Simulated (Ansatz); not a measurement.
# C$_{4}$H$_{6}$, singlet: reading a ladder of total energies

Geometry: MP2(full)/6-31G*, from the G2/97 set.

```xyz
10

C     0.0000    0.0000    2.0720
C     0.0000    0.0000    0.6100
C     0.0000    0.0000   -0.6100
C     0.0000    0.0000   -2.0720
H     0.0000    1.0207    2.4646
H    -0.8839   -0.5103    2.4646
H     0.8839   -0.5103    2.4646
H     0.0000    1.0207   -2.4646
H     0.8839   -0.5103   -2.4646
H    -0.8839   -0.5103   -2.4646
```

Basis 6-31G; Ansatz 0.2.0. Only valence electrons are correlated (noble-gas cores frozen), which leaves 22 electrons in 44 orbitals. R marks a restricted (for open shells ROHF) determinant.

Full CI isn't at hand for all of this; RCCSDT(Q) serves as the reference, and is uncertain by about the last step of the cluster series.

Runs differ by some tens of microhartree through their thresholds, so steps under 0.03 kcal/mol mean nothing.

```
    level  total energy (hartree)
      RHF             -154.850918
     RMP2             -155.210139
    RCCSD             -155.247310
 RCCSD(T)             -155.258517
   RCCSDT             -155.258976
RCCSDT(Q)             -155.260259
```

Question: What is the correlation energy at RCCSDT(Q), and what share of it do RMP2 and RCCSD(T) recover?

Answer: E(corr) = -155.260259 − (-154.850918) = -0.409341 hartree = -11.139 eV. RMP2: -0.359221 / -0.409341 = 87.76 %. RCCSD(T): -0.407599 / -0.409341 = 99.57 %.

Question: By how many kcal/mol does RCCSD(T) miss RCCSDT(Q) (1 hartree = 627.509 kcal/mol), and which steps make up the rest?

Answer: -155.258517 − (-155.260259) = 0.001742 hartree = 1.09 kcal/mol. Steps: RCCSDT − RCCSD(T) = -0.29, RCCSDT(Q) − RCCSDT = -0.81 kcal/mol. Differences between like states or geometries often cancel part of this.
